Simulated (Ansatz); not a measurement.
**Formation enthalpy of SiSe2 (Ibam, No. 72) at several levels of theory**

No measured value is used here.

| level (code) | value (eV/atom) |
|---|---|
| LDA (Ansatz) | -0.375 |
| PBE (Ansatz) | -0.459 |
| PBEsol (Ansatz) | -0.407 |
| PBE-D3(BJ) (Ansatz) | -0.386 |
| PBE-D4 (Ansatz) | -0.383 |
| HSE06 (Ansatz) | -0.522 |
| PBE0 (Ansatz) | -0.533 |

Values are at the level's own relaxed cell; HSE06 at the PBEsol cell; PBE0 at the PBEsol cell. Ansatz's density-functional and Hartree–Fock values are scalar-relativistic unless marked +SOC, with PAW data made under PBE.

Ansatz is an electronic-structure program.
